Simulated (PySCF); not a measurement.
**Shapes and spin states of Al₂H₂**

Computed with PBE0/[Al def2-TZVP, H def2-TZVP], no relativity, density fitting, PySCF.

Relaxations began from a few typed shapes and spin states; open shells are unrestricted. The search is not exhaustive: other isomers or separated fragments can lie lower, and high-lying points may rest on an excited occupation.

Q: Which is the lowest minimum found?
A. singlet (closed shell, unstable to spin polarisation) C2h: Al–Al 2.635 Å, Al–H 1.623 Å (×2); Al–Al–H 120.2° (×2)
B. broken-symmetry Ms = 0 C2h: Al–Al 2.636 Å, Al–H 1.621 Å (×2); Al–Al–H 120.1° (×2)
C. triplet C2h: Al–Al 2.381 Å, Al–H 1.587 Å (×2); Al–Al–H 148.7° (×2)
D. singlet (closed shell, unstable to spin polarisation) D∞h: Al–Al 2.326 Å, Al–H 1.572 Å (×2); Al–Al–H 180.0° (×2)
E. singlet D2h: Al–H 1.827 Å (×4); Al–H–Al 108.0° (×2), H–Al–H 72.0° (×2)

A: E. The others lie at 61.2 (broken-symmetry Ms = 0 C2h, a saddle point), 61.6 (singlet C2h), 66.9 (triplet C2h), 155.9 (singlet D∞h, a saddle point) kJ/mol above it.

The electron or spin density has lower symmetry than the nuclear frame for the broken-symmetry Ms = 0 C2h at 61.2 kJ/mol, singlet (closed shell, unstable to spin polarisation) D∞h at 155.9 kJ/mol.
